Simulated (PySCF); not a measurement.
**C3H9P: core ionisation energies**

Trimethylphosphine, C₃H₉P.
Structure used (PBE0-D3(BJ)/def2-SVP), in Å, numbered top down from 1:
```
atom  x, y, z in Å
C1    -0.4996    1.5176    0.3906
P2    -0.1545   -0.2029    0.9776
C3     1.5629   -0.4045    0.3192
C4    -1.0833   -1.1493   -0.3130
H5    -0.2742    1.6532   -0.6804
H6     0.1022    2.2321    0.9729
H7    -1.5596    1.7588    0.5634
H8     1.6397   -0.1464   -0.7503
H9     1.8887   -1.4469    0.4569
H10    2.2525    0.2364    0.8895
H11   -0.8233   -0.8344   -1.3377
H12   -0.8698   -2.2238   -0.2069
H13   -2.1648   -1.0095   -0.1626
```

Computed with PySCF 2.14.0, delta-SCF UKS SCAN, pcX-2 on the ionised atom, pcseg-1 elsewhere, spin-free X2C. Each binding energy is the total energy of the core-ionised species, with the hole localised on one atom, minus that of the ground state; both are solved self-consistently, so orbital relaxation is included.

**Question.** What binding energy does each computed site have?

**Answer.** 
| atom(s) | environment | level | binding energy (eV) | count |
| --- | --- | --- | --- | --- |
| C1/C3/C4 | sp3 carbon bound to phosphorus | C 1s | 290.36 | 3 |
| P2 | phosphine phosphorus | P 1s | 2149.54 | 1 |

**Question.** Which photon wavelength matches the P 1s of P2 threshold?

**Answer.** λ = hc/E = 12398.42 eV Å / 2149.54 eV = 5.768 Å.

**Question.** Give the binding energy of P 1s of P2 in hartree and in kJ/mol.

**Answer.** 2149.54 eV = 78.9941 Eh = 207399 kJ/mol.

Atoms equivalent by their bonding share one computed value, that of the first of them. Not every level is listed. Geometry: PBE0-D3(BJ)/def2-SVP; no solvent, vibrations or thermal averaging.
